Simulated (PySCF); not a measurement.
Geometries of 4 isomers of C4H3NO, from PySCF, PBE0-D3(BJ)/def2-SVP geometry optimisation, gas phase. One conformer each, no zero-point energy, no frequencies.

**Question.** Which isomer lies lowest at this level?
A.
```xyz
9
angstrom
N     -2.464   -0.454    0.881
C     -1.795    0.094   -0.052
C     -0.365    0.104   -0.172
C      0.849    0.100   -0.270
C      2.296    0.129   -0.357
O      2.952   -0.694   -0.939
H     -1.837   -0.905    1.557
H     -2.341    0.616   -0.855
H      2.765    0.994    0.173
```
B.
```xyz
9
angstrom
N     -2.453    1.016   -0.446
C     -1.619    0.227   -0.304
C     -0.558   -0.762   -0.108
C      0.674   -0.178    0.534
C      1.809   -0.002   -0.115
O      2.813    0.139   -0.677
H     -0.963   -1.579    0.511
H     -0.320   -1.210   -1.086
H      0.646    0.175    1.568
```
C.
```xyz
9
angstrom
C      1.883   -1.263   -1.564
C      0.947   -0.978   -0.849
C     -0.143   -0.628    0.049
O     -0.286   -1.126    1.139
N     -1.040    0.281   -0.513
C     -1.263    1.402    0.024
H      2.710   -1.524   -2.200
H     -0.723    1.760    0.919
H     -2.027    2.063   -0.408
```
D.
```xyz
9
angstrom
C     -1.637    0.097   -0.027
C     -0.385   -0.170   -0.413
C      0.751    0.173    0.470
O      0.657    0.704    1.549
C      2.085   -0.187   -0.057
N      3.133   -0.467   -0.462
H     -1.818    0.570    0.943
H     -2.495   -0.146   -0.658
H     -0.158   -0.643   -1.373
```

**Answer.** B. That is `C(C=C=O)C#N`, 4.3 kcal/mol below the next.

```json
{"SMILES": "N#CCC=C=O", "atoms numbered as above": "[N:1]#[C:2][CH2:3][CH:4]=[C:5]=[O:6]", "E (Eh)": "-283.61543", "relative (kcal/mol)": "0.0", "relative (kJ/mol)": "0.0", "dipole (D)": "3.23"}
{"SMILES": "C=CC(=O)C#N", "atoms numbered as above": "[CH2:1]=[CH:2][C:3](=[O:4])[C:5]#[N:6]", "E (Eh)": "-283.60865", "relative (kcal/mol)": "4.3", "relative (kJ/mol)": "17.8", "dipole (D)": "4.07"}
{"SMILES": "C#CC(=O)N=C", "atoms numbered as above": "[CH:1]#[C:2][C:3](=[O:4])[N:5]=[CH2:6]", "E (Eh)": "-283.56064", "relative (kcal/mol)": "34.4", "relative (kJ/mol)": "143.9", "dipole (D)": "2.90"}
{"SMILES": "[H]/N=C\\C#CC=O", "atoms numbered as above": "[H]/[N:1]=[CH:2]\\[C:3]#[C:4][CH:5]=[O:6]", "E (Eh)": "-283.55865", "relative (kcal/mol)": "35.6", "relative (kJ/mol)": "149.1", "dipole (D)": "1.81"}
```

As drawn, the lowest has a C≡N group, cumulated double bonds and a C=C bond outside aromatic rings, which the highest lacks; the highest has a C≡C bond, a C=N bond and an N–H bond, which the lowest lacks.
